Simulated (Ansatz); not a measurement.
# hcp Mg

Method: LC-ωPBE in Ansatz (PAW).

Run with plane-wave cutoff 460 eV, 12×12×6 k mesh (along the axes of the cell as run), Fermi–Dirac smearing 0.05 eV, scalar-relativistic PAW data made under PBE.

Cell (relaxed at this level):

```cif
data_Mg2
_chemical_formula_sum 'Mg2'
_space_group_name_H-M_alt 'P63/mmc'
_space_group_IT_number 194
_space_group_name_Hall '-P 6c 2c'
_cell_length_a 3.17779
_cell_length_b 3.17779
_cell_length_c 5.10802
_cell_angle_alpha 90.000
_cell_angle_beta 90.000
_cell_angle_gamma 120.000
loop_
_atom_site_label
_atom_site_type_symbol
_atom_site_symmetry_multiplicity
_atom_site_Wyckoff_symbol
_atom_site_fract_x
_atom_site_fract_y
_atom_site_fract_z
_atom_site_occupancy
Mg1 Mg 2 c 0.33333 0.66667 0.25000 1
```

```json
{
  "lattice_constant_a": "3.178 Å",
  "lattice_parameter_c": "5.108 Å"
}
```

Measured, for comparison: lattice constant a 3.209 Å, lattice parameter c 5.210 Å (293 K, not corrected to a static lattice; as tabulated in Wikipedia's data pages). Computed (rounded) less measured: lattice constant a -1.0 %, lattice parameter c -2.0 %. A static lattice is as a rule a little smaller and stiffer than an uncorrected measurement, which narrows the difference in the lattice constant a, lattice parameter c and would widen misses of the other sign.

The computed numbers hold no vibrational or temperature effects.

Ansatz is a first-principles code.
